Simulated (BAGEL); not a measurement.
**C3H3FO (SMILES F/C=C1\CO1): PBE0/cc-pVDZ (density fitting with qzvpp-jkfit)**

Aim: the energy change on altering one bond length of C3H3FO at PBE0/cc-pVDZ (density fitting with qzvpp-jkfit), from 2 runs. 

Program for the calculation: BAGEL 1.2.2.

3 further runs of the same task are left out: 2 that didn't finish, 1 set aside as unsound or not needed.

## 1. The system as given

C3H3FO has 8 atoms, charge 0, and is taken as a singlet. As SMILES, `F/C=C1\CO1`. The shape is that of a GFN2-xTB optimisation.

Bond lengths: F1–C2 1.349 Å, C2–C3 1.307 Å, C3–C4 1.438 Å, C3–O5 1.343 Å, C4–O5 1.431 Å, C2–H6 1.077 Å, C4–H7 1.083 Å, C4–H8 1.083 Å. Some angles: F1–C2–C3 120.5°, C2–C3–C4 156.6°, C2–C3–O5 141.5°, C4–C3–O5 61.9°, C3–C4–O5 55.8°, C3–O5–C4 62.3°, F1–C2–H6 113.5°, C3–C2–H6 126.0°, C3–C4–H7 119.7°, C3–C4–H8 119.7°.

## 2. The energy at PBE0/cc-pVDZ (density fitting with qzvpp-jkfit)

Input file dft.json:

```json
{ "bagel" : [

{
  "title" : "molecule",
  "basis" : "cc-pvdz.json",
  "df_basis" : "qzvpp-jkfit",
  "angstrom" : true,
  "geometry" : [
    { "atom" : "F", "xyz" : [   -0.528810,    0.703620,    2.084190 ] },
    { "atom" : "C", "xyz" : [   -0.204900,    1.107630,    0.838230 ] },
    { "atom" : "C", "xyz" : [    0.028820,    0.231420,   -0.103600 ] },
    { "atom" : "C", "xyz" : [    0.165950,   -1.076450,   -0.685450 ] },
    { "atom" : "O", "xyz" : [    0.361730,    0.147350,   -1.401700 ] },
    { "atom" : "H", "xyz" : [   -0.167420,    2.178800,    0.730700 ] },
    { "atom" : "H", "xyz" : [    1.063180,   -1.654640,   -0.502120 ] },
    { "atom" : "H", "xyz" : [   -0.718550,   -1.637730,   -0.960260 ] }
  ]
},
{
  "title" : "ks",
  "xc_func" : "pbe0",
  "charge" : 0
},
{
  "title" : "print",
  "file" : "orbitals.molden",
  "orbitals" : true
}

]}
```

The basis set cc-pVDZ is read from a file made from the Basis Set Exchange's data (not shown).

The run is started by

```bash
$ BAGEL_NUM_THREADS=1 BAGEL dft.json > dft.out
```

The program printed:

```text
* using 1 threads per process

  ===============================================================
  ===============================================================

  *** Geometry ***

  { "atom" : "F", "xyz" : [     -0.999306,      1.329649,      3.938548 ] },
  { "atom" : "C", "xyz" : [     -0.387205,      2.093117,      1.584025 ] },
  { "atom" : "C", "xyz" : [      0.054462,      0.437320,     -0.195776 ] },
  { "atom" : "C", "xyz" : [      0.313600,     -2.034196,     -1.295313 ] },
  { "atom" : "O", "xyz" : [      0.683571,      0.278451,     -2.648829 ] },
  { "atom" : "H", "xyz" : [     -0.316378,      4.117335,      1.380823 ] },
  { "atom" : "H", "xyz" : [      2.009119,     -3.126816,     -0.948869 ] },
  { "atom" : "H", "xyz" : [     -1.357863,     -3.094861,     -1.814628 ] },

  Number of auxiliary basis functions:      433

  Since a DF basis is specified, we compute 2- and 3-index integrals:
    o Being stored without compression. Storage requirement is 0.025 GB

  Number of basis functions:       85
  Number of electrons      :       38

    * METHOD: MOLECULE                             0.32

  *** Kohn-Sham DFT ***

    * Removing 15171 points whose weight is below 1.00e-10
    * Grid points: 104077

  === Nuclear Repulsion ===
   160.9916967920

       - DIIS with orbital gradients will be used.

  === KS iteration (pbe0 / cc-pvdz.json) ===
      0       -260.38607170          0.11437819           0.49
      1       -235.24552602          0.22886997           0.47
      2       -264.17547196          0.12733598           0.47
      3       -286.82091595          0.08344361           0.47
      4       -290.01972130          0.03546713           0.47
      5       -290.15925763          0.03495465           0.47
      6       -290.68187849          0.01405514           0.47
      7       -290.76807406          0.00648072           0.47
      8       -290.78961937          0.00234488           0.46
      9       -290.79268441          0.00046507           0.46
     10       -290.79277855          0.00018525           0.49
     11       -290.79279214          0.00006123           0.48
     12       -290.79279348          0.00003604           0.48
     13       -290.79279455          0.00000352           0.54
     14       -290.79279456          0.00000185           0.54
     15       -290.79279456          0.00000023           0.50
     16       -290.79279456          0.00000015           0.47
     17       -290.79279456          0.00000005           0.47
     18       -290.79279456          0.00000002           0.47
     19       -290.79279456          0.00000001           0.47
    * SCF iteration converged.

    * Permanent dipole moment:
           (   -0.046744,     0.378768,     0.196589) a.u.

    * METHOD: KS                                  10.56

    * METHOD: PRINT                                0.04

  ===============================================================
```

It took 11 s on 1 thread of Arm Neoverse N1, shared host; peak memory 0.41 GiB.

## 3. The distorted shape at the same level

Input file job.json:

```json
{ "bagel" : [

{
  "title" : "molecule",
  "basis" : "cc-pvdz.json",
  "df_basis" : "qzvpp-jkfit",
  "angstrom" : "true",
  "geometry" : [
    { "atom" : "F", "xyz" : [      -0.917498,       0.218813,       3.579326 ] },
    { "atom" : "C", "xyz" : [      -0.204900,       1.107630,       0.838230 ] },
    { "atom" : "C", "xyz" : [       0.028820,       0.231420,      -0.103600 ] },
    { "atom" : "C", "xyz" : [       0.165950,      -1.076450,      -0.685450 ] },
    { "atom" : "O", "xyz" : [       0.361730,       0.147350,      -1.401700 ] },
    { "atom" : "H", "xyz" : [      -0.167420,       2.178800,       0.730700 ] },
    { "atom" : "H", "xyz" : [       1.063180,      -1.654640,      -0.502120 ] },
    { "atom" : "H", "xyz" : [      -0.718550,      -1.637730,      -0.960260 ] }
  ]
},

{
  "title" : "ks",
  "xc_func" : "pbe0"
},

{
  "title" : "print",
  "file" : "orbitals.molden",
  "orbitals" : "true"
}

]}
```

The basis set cc-pVDZ is read from a file made from the Basis Set Exchange's data (not shown).

The run is started by

```bash
$ BAGEL_NUM_THREADS=1 BAGEL job.json > job.out
```

The program printed:

```text
* using 1 threads per process

  ===============================================================
  ===============================================================

  *** Geometry ***

  { "atom" : "F", "xyz" : [     -1.733820,      0.413497,      6.763946 ] },
  { "atom" : "C", "xyz" : [     -0.387205,      2.093117,      1.584025 ] },
  { "atom" : "C", "xyz" : [      0.054462,      0.437320,     -0.195776 ] },
  { "atom" : "C", "xyz" : [      0.313600,     -2.034196,     -1.295313 ] },
  { "atom" : "O", "xyz" : [      0.683571,      0.278451,     -2.648829 ] },
  { "atom" : "H", "xyz" : [     -0.316378,      4.117335,      1.380823 ] },
  { "atom" : "H", "xyz" : [      2.009119,     -3.126816,     -0.948869 ] },
  { "atom" : "H", "xyz" : [     -1.357863,     -3.094861,     -1.814628 ] },

  Number of auxiliary basis functions:      433

  Since a DF basis is specified, we compute 2- and 3-index integrals:
    o Being stored without compression. Storage requirement is 0.025 GB

  Number of basis functions:       85
  Number of electrons      :       38

    * METHOD: MOLECULE                             0.31

  *** Kohn-Sham DFT ***

    * Removing 13775 points whose weight is below 1.00e-10
    * Grid points: 105473

  === Nuclear Repulsion ===
   137.7143715369

       - DIIS with orbital gradients will be used.

  === KS iteration (pbe0 / cc-pvdz.json) ===
      0       -258.44251232          0.12015606           0.48
      1       -232.17845531          0.18026107           0.46
      2       -255.89759851          0.20405141           0.46
      3       -282.44324085          0.07891280           0.46
      4       -287.85203871          0.06498227           0.47
      5       -277.97284158          0.04544221           0.47
      6       -288.18932383          0.03978514           0.47
      7       -289.83571443          0.02074124           0.47
      8       -290.19034791          0.01458242           0.46
      9       -290.38846299          0.00891050           0.47
     10       -290.45178316          0.00967417           0.47
     11       -284.98851453          0.04155807           0.46
     12       -290.26182192          0.01946254           0.47
     13       -290.45460806          0.01278732           0.47
     14       -290.55130381          0.00464724           0.46
     15       -290.55687424          0.00373846           0.47
     16       -290.55830466          0.00323490           0.47
     17       -290.56562425          0.00083441           0.47
     18       -290.56613171          0.00022080           0.48
     19       -290.56618027          0.00008944           0.48
     20       -290.56619296          0.00005688           0.47
     21       -290.56620358          0.00003976           0.47
     22       -290.56620548          0.00005207           0.47
     23       -290.56620976          0.00004013           0.47
     24       -290.56621357          0.00001884           0.47
     25       -290.56621372          0.00001670           0.47
     26       -290.56621383          0.00001812           0.47
     27       -290.56621416          0.00000722           0.46
     28       -290.56621417          0.00000607           0.47
     29       -290.56621422          0.00000265           0.47
     30       -290.56621425          0.00000195           0.47
     31       -290.56621426          0.00000166           0.47
     32       -290.56621426          0.00000348           0.47
     33       -290.56621427          0.00000142           0.47
     34       -290.56621427          0.00000143           0.47
     35       -290.56621427          0.00000053           0.47
     36       -290.56621427          0.00000048           0.48
     37       -290.56621428          0.00000025           0.47
     38       -290.56621428          0.00000052           0.47
     39       -290.56621428          0.00000030           0.46
     40       -290.56621428          0.00000020           0.47
     41       -290.56621428          0.00000011           0.47
     42       -290.56621428          0.00000015           0.47
     43       -290.56621428          0.00000005           0.47
     44       -290.56621428          0.00000010           0.47
     45       -290.56621428          0.00000006           0.48
     46       -290.56621428          0.00000003           0.48
     47       -290.56621428          0.00000002           0.47
     48       -290.56621428          0.00000002           0.47
     49       -290.56621428          0.00000002           0.47
     50       -290.56621428          0.00000002           0.47
     51       -290.56621428          0.00000001           0.47
     52       -290.56621428          0.00000001           0.47
    * SCF iteration converged.

    * Permanent dipole moment:
           (   -0.536124,     0.330864,     2.099995) a.u.

    * METHOD: KS                                  25.77

    * METHOD: PRINT                                0.04

  ===============================================================
```

Wall time 26 s (1 thread of Arm Neoverse N1, shared host); peak memory 0.41 GiB.

## 4. What came out

Level: PBE0/cc-pVDZ (density fitting with qzvpp-jkfit).

| quantity | value |
| --- | --- |
| first shape: total energy | -290.79279 Eh |
| first shape: dipole moment | 1.09 D |
| first shape: HOMO energy | -6.72 eV |
| first shape: LUMO energy | 1.17 eV |
| first shape: HOMO–LUMO gap | 7.90 eV |
| distorted shape: total energy | -290.56621 Eh |
| distorted shape: dipole moment | 5.57 D |
| distorted shape: HOMO energy | -8.04 eV |
| distorted shape: LUMO energy | -5.61 eV |
| distorted shape: HOMO–LUMO gap | 2.43 eV |
| energy change with the F1–C2 bond stretched from 1.349 to 2.968 Å | 6.166 eV |

**Reading.** One bond (distorted shape) is far stretched, which a spin-restricted single reference describes badly; a broken-symmetry solution may lie lower. With the F1–C2 bond stretched from 1.349 to 2.968 Å the energy rises by 6.17 eV (595 kJ/mol). The first shape isn't relaxed at this level, so the change isn't measured from a minimum. A restricted reference can't describe the breaking bond well at this length.
